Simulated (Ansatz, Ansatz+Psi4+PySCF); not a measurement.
```xyz
4

O     0.0000    0.7591   -0.0527
O     0.0000   -0.7591   -0.0527
H     0.8396    0.9058    0.4220
H    -0.8396   -0.9058    0.4220
```

Basis set: cc-pVTZ (spherical functions). Frozen core: 2 orbitals. Charge 0, multiplicity 1.

Computed with Ansatz (development build ahead of 0.2.0); each method stands on the lowest determinant of its kind that the runs found. Restricted open shells among the atoms or ions are ROHF, correlated in semicanonical orbitals with singles.

Task: Give the atomization energy at this shape (free ground-state atoms in the same class of orbitals less the molecule, no zero-point energy) of singlet H2O2 by RHF-CCSD(T), RHF-MP2, RHF.

Result:

```
     method  atomization energy
RHF-CCSD(T)            11.14 eV
    RHF-MP2            11.45 eV
        RHF             5.90 eV
```
